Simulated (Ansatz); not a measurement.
# CH₄ with SiNH₅: superposition error and deformation, part 3 of 3

Ansatz 0.2.0, Gaussian basis.

## 25. B97M-V/def2-TZVPPD

The inputs:

free-a/in.yaml

```yaml
crystal:
  periodic: [false, false, false]
  atoms:
    - {symbol: C, position_ang: [-0.108063, -0.177697, -2.590535]}
    - {symbol: H, position_ang: [-0.827702, 0.625451, -2.434218]}
    - {symbol: H, position_ang: [0.832098, 0.076739, -2.101940]}
    - {symbol: H, position_ang: [0.062097, -0.310238, -3.658632]}
    - {symbol: H, position_ang: [-0.498637, -1.102792, -2.167436]}
basis:
  gaussian: {orbitals: "def2-TZVPPD.json"}
hamiltonian: {xc: {name: B97M-V}}
```

free-b/in.yaml

```yaml
crystal:
  periodic: [false, false, false]
  atoms:
    - {symbol: Si, position_ang: [0.068268, 0.071763, 1.193416]}
    - {symbol: N, position_ang: [-0.088329, 0.216042, 2.900307]}
    - {symbol: H, position_ang: [-0.605572, -1.185555, 0.778032]}
    - {symbol: H, position_ang: [-0.595624, 1.247293, 0.573080]}
    - {symbol: H, position_ang: [1.465607, 0.021745, 0.666827]}
    - {symbol: H, position_ang: [0.151802, 1.084136, 3.351252]}
    - {symbol: H, position_ang: [0.143954, -0.566887, 3.489943]}
basis:
  gaussian: {orbitals: "def2-TZVPPD.json"}
hamiltonian: {xc: {name: B97M-V}}
```

One command serves all of them, each in its own folder.

Run with:

```sh
ansatz run in.yaml --threads 4 --pin off --events-out ev --progress --plain --max-ram 9574MiB
```

free-a printed, shortened:

```text
Functional definition: B97M-V
  name "B97M-V"
  cite "Mardirossian & Head-Gordon, J. Chem. Phys. 142, 074111 (2015) doi:10.1063/1.4907719"
  cite "Becke, J. Chem. Phys. 107, 8554 (1997) doi:10.1063/1.475007"
  cite "Vydrov & Van Voorhis, J. Chem. Phys. 133, 244103 (2010) doi:10.1063/1.3521275"
  # Of w^i u^j: cxij and so on, Table III.
[...]
  gx(w, u) = cx00 + cx01*u + cx02*u^2 + (cx10 + cx11*u)*w
[...]
  gos(w, u) = cos00 + cos01*u + cos03*u^3 + cos10*w + cos32*w^3*u^2
[...]
      + integral(e_c_pw_mod_opposite_spin*gos(b97_w_opposite, b97_u_opposite)) + vv10(b, c)
410 factors; their error is unknown
[...]
mean field -1102.89648918 eV, -40.5306984073 hartree, gradient 4.5e-5 eV, S^2 0.000000; 0 other end points of the search recorded, 0 dependent functions left out
reference -1102.89652994 eV, -40.5306999050 hartree; 5, 5 occupied and 100, 100 virtual orbitals, 410 factors
Total energy: -1102.89652994 eV, -40.5306999050 hartree
```

Output in free-b, shortened:

```text
[... 5 set-up lines as earlier in the session ...]
  # Of w^i u^j: cxij and so on, Table III.
[...]
  gx(w, u) = cx00 + cx01*u + cx02*u^2 + (cx10 + cx11*u)*w
[...]
  gos(w, u) = cos00 + cos01*u + cos03*u^3 + cos10*w + cos32*w^3*u^2
[...]
      + integral(e_c_pw_mod_opposite_spin*gos(b97_w_opposite, b97_u_opposite)) + vv10(b, c)
779 factors; their error is unknown
[...]
mean field -9448.26799667 eV, -347.2174446117 hartree, gradient 2.3e-5 eV, S^2 0.000000; 0 other end points of the search recorded, 0 dependent functions left out
reference -9448.26805734 eV, -347.2174468411 hartree; 13, 13 occupied and 157, 157 virtual orbitals, 779 factors
Total energy: -9448.26805734 eV, -347.2174468411 hartree
```

Wall times: 1 s (free-a), 3 s (free-b) on 4 threads of Arm Neoverse V1, shared host.

## 26. HSE06-D4/def2-TZVPPD

Each input of step 25 (free-a, free-b) changes in the same lines:

```diff
-hamiltonian: {xc: {name: B97M-V}}
+hamiltonian: {xc: hse06, dispersion: d4}
```

The same command starts each run, in its folder.

Run with:

```sh
ansatz run in.yaml --threads 4 --pin off --events-out ev --progress --plain --max-ram 9574MiB
```

free-a printed, shortened:

```text
[... 6 set-up lines as earlier in the session ...]
[...]
410 factors; their error is unknown
55 factors; integrals over basis functions are off by at most 2.8e-6 eV
[...]
mean field -1101.30903537 eV, -40.4723605558 hartree, gradient 1.6e-5 eV, S^2 0.000000; 0 other end points of the search recorded, 0 dependent functions left out
reference -1101.30906335 eV, -40.4723615839 hartree; 5, 5 occupied and 100, 100 virtual orbitals, 410 factors
Total energy: -1101.32627309 eV, -40.4729940303 hartree
```

Output in free-b, shortened:

```text
[... 6 set-up lines as earlier in the session ...]
[...]
796 factors; their error is unknown
89 factors; integrals over basis functions are off by at most 2.8e-6 eV
[...]
mean field -9445.06904841 eV, -347.0998854315 hartree, gradient 1.4e-5 eV, S^2 0.000000; 0 other end points of the search recorded, 0 dependent functions left out
reference -9445.06908817 eV, -347.0998868923 hartree; 13, 13 occupied and 157, 157 virtual orbitals, 796 factors
Total energy: -9445.13301825 eV, -347.1022362795 hartree
```

Wall times: 0.35 s (free-a), 1.1 s (free-b) on 4 threads of Arm Neoverse V1, shared host.

## 27. CCSD(T)/def2-TZVPPD

Each input of step 26 (free-a, free-b) changes in the same lines:

```diff
-hamiltonian: {xc: hse06, dispersion: d4}
+correlation: {method: ccsd_t}
```

One command serves all of them, each in its own folder.

Run with:

```sh
ansatz run in.yaml --threads 4 --pin off --events-out ev --progress --plain --max-ram 9574MiB
```

free-a printed, shortened:

```text
[... 4 set-up lines as earlier in the session ...]
[...]
583 factors; integrals over basis functions are off by at most 5.5e-4 eV
[...]
mean field -1094.29004909 eV, -40.2144175674 hartree, gradient 1.3e-6 eV, S^2 0.000000; 0 other end points of the search recorded, 0 dependent functions left out
1 core orbitals not correlated: weight in the atoms' cores, before any rotation towards them, 1.000 or more for the frozen orbitals, at most 0.000 for the correlated occupied ones
reference -1094.29004909 eV, -40.2144175674 hartree; 4, 4 occupied and 100, 100 virtual orbitals, 583 factors
second order -5.39723798 eV of doubles, -0.00000000 eV of singles
cycle   1  -5.78966431 eV  change   -3.9e-1 eV  update   4.3e-2
[...]
cycle   8  -5.95016814 eV  change   -3.7e-6 eV  update   2.6e-6
perturbative correction -0.17213088 eV, -0.0063256932 hartree
Total energy: -1100.41234811 eV, -40.4394079066 hartree
```

Log of free-b, shortened:

```text
[... 4 set-up lines as earlier in the session ...]
[...]
949 factors; integrals over basis functions are off by at most 1.3e-3 eV
[...]
mean field -9424.69538281 eV, -346.3511670302 hartree, gradient 1.1e-6 eV, S^2 0.000000; 0 other end points of the search recorded, 0 dependent functions left out
6 core orbitals not correlated: weight in the atoms' cores, before any rotation towards them, 1.000 or more for the frozen orbitals, at most 0.000 for the correlated occupied ones
reference -9424.69538281 eV, -346.3511670302 hartree; 7, 7 occupied and 157, 157 virtual orbitals, 949 factors
second order -9.63405466 eV of doubles, -0.00000000 eV of singles
cycle   1  -10.15150381 eV  change   -5.2e-1 eV  update   6.5e-2
[...]
cycle   9  -10.47024751 eV  change   -2.9e-6 eV  update   1.2e-5
perturbative correction -0.34217547 eV, -0.0125747168 hartree
Total energy: -9435.50780579 eV, -346.7485162458 hartree
```

Wall times: 0.75 s (free-a), 7.5 s (free-b) on 4 threads of Arm Neoverse V1, shared host; peak memory 1.4 GiB.

## 28. The split

```csv
method,interaction with counterpoise (meV),without,superposition error,deformation,binding energy
PBE-D4,-48,-51,3,0,-48
revPBE-D4,-42,-44,2,0,-42
BLYP-D4,-32,-35,3,0,-32
r2SCAN-D4,-34,-36,2,0,-34
B97M-V,-36,-38,2,0,-36
PBE0-D4,-43,-45,2,0,-43
B3LYP-D4,-37,-40,3,0,-37
HSE06-D4,-43,-45,2,0,-43
wB97X-V,-38,-41,2,0,-39
wB97M-V,-35,-38,3,0,-35
B2PLYP,-2,-7,5,0,-2
Hartree-Fock,24,22,2,0,24
MP2,-30,-40,10,0,-30
CCSD,-25,-34,10,0,-25
CCSD(T),-33,-43,10,0,-33
```

## 29. Outcome

What follows sums up all 3 parts.

| quantity | value |
| --- | --- |
| interaction, CCSD(T) | -33 meV |
| superposition error | 10 meV |
| deformation | 0 meV |
| binding energy | -33 meV |

In this basis the superposition error is 10 meV for CCSD(T) and 2 meV on average for the plain functionals: correlated methods borrow far more, since they need many more functions to converge. The free shapes are PBE0-D4 minima, so other methods can show a small negative deformation energy.
